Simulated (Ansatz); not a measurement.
Results of r²SCAN (Ansatz, a program for electronic structure, PAW) for bcc V.

Numerical settings: plane-wave cutoff 600 eV, 20×20×20 k mesh, Fermi–Dirac smearing 0.1 eV, finite displacements, no spin polarisation, scalar-relativistic PAW data made under PBE.

The cell has the measured lattice parameters. Conventional cell: a = 3.0272 Å, b = 3.0272 Å, c = 3.0272 Å, α = 90.00°, β = 90.00°, γ = 90.00°.

```
CELL_PARAMETERS angstrom
     -1.51360     1.51360     1.51360
      1.51360    -1.51360     1.51360
      1.51360     1.51360    -1.51360
ATOMIC_POSITIONS crystal
  V  0.00000 0.00000 0.00000
```

Harmonic phonon frequencies (cm⁻¹; i marks an imaginary mode):

```csv
q point,frequencies
H,253 253 253
N,170 173 232
```

No imaginary mode appears at these points.

Note: the cell isn't this level's own, so it is under some stress, which shifts stiffness and frequencies.
